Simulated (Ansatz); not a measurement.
Born–Oppenheimer molecular dynamics of BH₅O₂ (8 atoms, charge 0, multiplicity 1). It starts at the highest image of a converged band. Of that band: The profile has 2 maxima (images 2, 4) with wells between them (image 3): this band takes more than one step, which may be the mechanism or a detour left from its start path. Neighbouring images differ by up to 2.0 eV, so the band resolves the path poorly. A vibrational analysis at the climbing image gives one clearly imaginary mode, 1344i cm⁻¹: a first-order saddle point.

The calculation used RKS BLYP/6-31G* in Ansatz.

```json
{
 "ensemble": "NVE (velocity Verlet)",
 "time step": "0.5 fs",
 "steps asked": "200",
 "starting velocities drawn for": "100 K",
 "seed": "10948"
}
```

First frame:

```xyz
8
Properties=species:S:1:pos:R:3
B 0.064 0.153 0.144
H -0.324 -0.342 1.387
O 1.410 -0.160 -0.095
H 1.499 -0.689 -0.909
H -0.812 -0.131 -0.629
O -0.088 1.674 0.692
H 0.838 1.967 0.863
H -0.283 0.705 1.470
```

How far do the bonds stretch over the last three quarters of this one trajectory? (Pairs bonded in most of those frames.)


```
 bond  mean (Å)  spread (Å)  shortest  longest
B1–O3     1.392       0.049      1.31     1.48
B1–H5     1.216       0.032      1.14     1.30
B1–O6     1.374       0.054      1.26     1.47
H2–H8     0.752       0.031      0.71     0.79
O3–H4     0.979       0.007      0.97     1.00
O6–H7     0.984       0.008      0.97     1.00
```

Mean temperature of the second half: 2588 K. The conserved energy stayed within 0.25 meV per atom of its start (net change 0.096 meV per atom), so the integration is sound. The kinetic energy rose, since the run started high on the potential surface and went downhill. It ends in pieces (BH3O2 + H2), so much of that is their flight and rotation, not heat. A run of 0.1 ps of so small a system gives no equilibrium averages. The orbitals stay closed-shell, which can raise the energy where a bond breaks towards radicals; this wasn't checked here.

Time of the run: 3.8 min on 1 thread of Arm Neoverse V1 (shared host), peak memory 0.091 GiB.
